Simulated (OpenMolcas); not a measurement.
# PF3 (phosphorus trifluoride) at 6 levels

We compute a comparison of 6 runs (HF/STO-3G, B3LYP/STO-3G, PBE0/STO-3G, r2SCAN/STO-3G, ACPF/STO-3G, CISD/STO-3G) of PF3 (phosphorus trifluoride). 

The calculation is run with OpenMolcas 26.06.

3 further runs of the same task are left out: 1 that didn't finish, 2 set aside as unsound or not needed.

### Step 1. The system as given

The species is PF3 (4 atoms), meant as a singlet with charge 0. As SMILES, `FP(F)F`. One bond was lengthened or shortened from a relaxed shape.

Bond lengths: F1–P2 1.572 Å, P2–F3 1.964 Å, P2–F4 1.572 Å. Angles: F1–P2–F3 97.6°, F1–P2–F4 97.6°, F3–P2–F4 97.6°.

### Step 2. The energy at HF/STO-3G (run 1)

The input, mol.xyz:

```xyz
4

F      1.025477    -0.410455     1.106773
P     -0.106423     0.567345     0.624573
F     -1.061900    -0.696500    -0.536900
F      0.716077     1.297945    -0.497727
```

The input, calc.inp:

```
* F3P Hartree-Fock
&GATEWAY
BASLIB
$CurrDir
COORD
mol.xyz
BASIS
STO-3G
GROUP
NoSym
&SEWARD
&SCF
THRESHOLDS
1e-10 1e-07 1e-07 1e-05
PRORBITALS
1 1
```

The basis set STO-3G is read from a file made from the Basis Set Exchange's data (not shown).

Launch:

```sh
$ export MOLCAS_MEM=1860
$ pymolcas calc.inp > calc.log
```

Output:

```text
--- Start Module: gateway ---
[...]
--- Stop Module: gateway /rc=_RC_ALL_IS_WELL_ ---
--- Start Module: seward ---
[...]
      Basis functions           24
--- Stop Module: seward /rc=_RC_ALL_IS_WELL_ ---
--- Start Module: scf ---
[...]
       Convergence after  13 Iterations
[...]
::    Total SCF energy                               -630.9638175743
[...]
      Total spin, S                                     0.0000000000
[...]
      Total electronic charge=   42.000000
      Total            charge=   -0.000000
[...]
      Dipole Moment (debye):
      Origin of the operator (angstrom)=    0.1093    0.2410    0.2355
                   X= -4.6814E-02               Y=  1.0658E+00               Z=  1.1439E+00           Total=  1.5641E+00
      Quadrupole Moment (debye*angstrom):
[...]
--- Stop Module: scf /rc=_RC_ALL_IS_WELL_ ---
[...]
```

Run time: 1.4 s. Hardware: 1 thread of Arm Neoverse V2, shared host; peak memory 0.37 GiB.

### Step 3. A single-point energy at B3LYP/STO-3G (run 2)

mol.xyz is that of step 2.

The input, calc.input:

```
&GATEWAY
 BasLib=$CurrDir
 Coord=mol.xyz
 Basis=STO-3G
 Group=NoSym

&SEWARD
 GridInput
 Grid=UltraFine
 End of Grid

&SCF
 KSDFT=B3LYP
 Thresholds=1e-10 1e-07 1e-07 1e-05
 PrOrbitals=1 1
```

The basis set STO-3G is read from a file made from the Basis Set Exchange's data (not shown).

Launch:

```sh
$ export MOLCAS_MEM=1860
$ pymolcas calc.input > calc.log
```

Output:

```text
--- Start Module: gateway ---
[...]
--- Stop Module: gateway /rc=_RC_ALL_IS_WELL_ ---
--- Start Module: seward ---
[...]
      Basis functions           24
--- Stop Module: seward /rc=_RC_ALL_IS_WELL_ ---
--- Start Module: scf ---
[...]
       Convergence after  15 Iterations
[...]
::    Total KS-DFT energy                            -632.5938819456
[...]
      Total spin, S                                     0.0000000000
[...]
      Total electronic charge=   42.000000
      Total            charge=   -0.000000
[...]
      Dipole Moment (debye):
      Origin of the operator (angstrom)=    0.1093    0.2410    0.2355
                   X=  3.9040E-01               Y=  9.0274E-01               Z=  8.8599E-01           Total=  1.3238E+00
      Quadrupole Moment (debye*angstrom):
[...]
--- Stop Module: scf /rc=_RC_ALL_IS_WELL_ ---
[...]
```

It took 4.5 s on 1 thread of Arm Neoverse V2, shared host; peak memory 0.37 GiB.

Runs 3 to 4 aren't shown in full; the table further down has their settings and results.

### Step 4. The energy at ACPF/STO-3G (run 5)

mol.xyz is that of step 3.

The input, calc.inp:

```
&GATEWAY
BasLib = $CurrDir
Coord = mol.xyz
Basis = STO-3G
Group = NoSym
&SEWARD
&SCF
Thresholds = 1e-10 1e-07 1e-07 1e-05
PrOrbitals = 1 1
&MOTRA
Frozen = 8
&GUGA
Electrons = 26
Spin = 1
Inactive = 13
Active = 0
CIAll = 1
&CPF
ACPF
```

The basis set STO-3G is read from a file made from the Basis Set Exchange's data (not shown).

Launch:

```sh
$ export MOLCAS_MEM=1860
$ pymolcas calc.inp > calc.log
```

Output:

```text
--- Start Module: gateway ---
[...]
--- Stop Module: gateway /rc=_RC_ALL_IS_WELL_ ---
[...]
      Basis functions           24
[...]
       Convergence after  13 Iterations
[...]
::    Total SCF energy                               -630.9638175743
[...]
      Total spin, S                                     0.0000000000
[...]
      *** WARNING: Default frozen orbitals is overwritten by user input.
      *** Default values:   8
[...]
--- Start Module: guga ---
[...]
--- Stop Module: guga /rc=_RC_ALL_IS_WELL_ ---
--- Start Module: cpf ---
[...]
      Active orbitals                            0       0
[...]
      Spin quantum number                      0.0
[...]
     FINAL ACPF ENERGY        -631.10011514
     FINAL CORRELATION ENERGY   -0.13629757  REFERENCE ENERGY    -630.96381757
[...]
      Title:  ACPF natural orbitals
[...]
      Total electronic charge=   42.000000
      Total            charge=    0.000000
[...]
      Dipole Moment (debye):
      Origin of the operator (angstrom)=    0.1093    0.2410    0.2355
                   X=  2.8892E-02               Y=  5.7231E-01               Z=  6.0386E-01           Total=  8.3247E-01
      Quadrupole Moment (debye*angstrom):
[...]
--- Stop Module: cpf /rc=_RC_ALL_IS_WELL_ ---
[...]
```

Wall time 1.6 s (1 thread of Arm Neoverse V2, shared host); peak memory 0.37 GiB.

### Step 5. A single-point energy at CISD/STO-3G (run 6)

mol.xyz is that of step 4.

The input, calc.input:

```
* F3P CISD

&GATEWAY
 BasLib=$CurrDir
 Coord=mol.xyz
 Basis=STO-3G
 Group=NoSym

&SEWARD

&SCF
 Thresholds=1e-10 1e-07 1e-07 1e-05
 PrOrbitals=1 1

&MOTRA
 Frozen=8

&GUGA
 Electrons=26
 Spin=1
 Inactive=13
 Active=0
 CIAll=1

&CPF
 SDCI
```

The basis set STO-3G is read from a file made from the Basis Set Exchange's data (not shown).

Launch:

```sh
$ export MOLCAS_MEM=1860
$ pymolcas calc.input > calc.log
```

Output:

```text
--- Start Module: gateway ---
[...]
--- Stop Module: gateway /rc=_RC_ALL_IS_WELL_ ---
[...]
      Basis functions           24
[...]
       Convergence after  13 Iterations
[...]
::    Total SCF energy                               -630.9638175743
[...]
      Total spin, S                                     0.0000000000
[...]
      *** WARNING: Default frozen orbitals is overwritten by user input.
      *** Default values:   8
[...]
--- Start Module: guga ---
[...]
--- Stop Module: guga /rc=_RC_ALL_IS_WELL_ ---
--- Start Module: cpf ---
[...]
      Active orbitals                            0       0
[...]
      Spin quantum number                      0.0
[...]
     FINAL CI ENERGY          -631.08564229
     FINAL CORRELATION ENERGY   -0.12182472  REFERENCE ENERGY    -630.96381757
[...]
     REL. CI ENERGY           -631.08564229
[...]
      Total electronic charge=   42.000000
      Total            charge=    0.000000
[...]
      Dipole Moment (debye):
      Origin of the operator (angstrom)=    0.1093    0.2410    0.2355
                   X=  2.9721E-02               Y=  7.1639E-01               Z=  7.5711E-01           Total=  1.0427E+00
      Quadrupole Moment (debye*angstrom):
[...]
--- Stop Module: cpf /rc=_RC_ALL_IS_WELL_ ---
[...]
```

Wall time 1.5 s (1 thread of Arm Neoverse V2, shared host); peak memory 0.37 GiB.

### Step 6. All runs side by side

```tsv
run	level	integration grid	frozen core orbitals	energy (Eh)	dipole moment (D) of the reference	HOMO energy (eV)	LUMO energy (eV)	wall time
1	HF/STO-3G	–	–	-630.963818	1.56	-8.08	7.58	1.4 s
2	B3LYP/STO-3G	UltraFine	–	-632.593882	1.32	-3.31	3.50	4.5 s
3	PBE0/STO-3G	UltraFine	–	-632.257832	1.33	-3.75	3.65	4.5 s
4	r2SCAN/STO-3G	UltraFine	–	-632.538454	1.38	-1.86	2.90	5.4 s
5	ACPF/STO-3G	–	8	-631.100115	1.56	-8.08	7.58	1.6 s
6	CISD/STO-3G	–	8	-631.085642	1.56	-8.08	7.58	1.5 s
```

### Step 7. Outcome

```
                                          quantity          value
                               run 6: total energy  -631.08564 Eh
         run 6: dipole moment (mean-field density)         1.56 D
        run 6: HOMO energy (Hartree–Fock orbitals)       -8.08 eV
        run 6: LUMO energy (Hartree–Fock orbitals)        7.58 eV
      run 6: HOMO–LUMO gap (Hartree–Fock orbitals)       15.65 eV
run 6: correlation energy (8 core orbitals frozen)     -121.8 mEh
```

**Reading.** Below the HF energy at the same shape and in the same basis (STO-3G): ACPF -136.3 mEh; CISD -121.8 mEh. Over runs 1, 2, 3, 4 the dipole moment (its size) runs from 1.32 D (B3LYP/STO-3G) to 1.56 D (HF/STO-3G). Over runs 1, 2, 3, 4 the HOMO–LUMO gap runs from 4.76 eV (r2SCAN/STO-3G) to 15.65 eV (HF/STO-3G). Exact exchange widens orbital gaps. Totals of different functionals can't be ranked against each other. In runs 1, 2, 3, 4, 5, 6 the basis is minimal, so the values are rough. All runs together took 19 s, the longest 5.4 s.
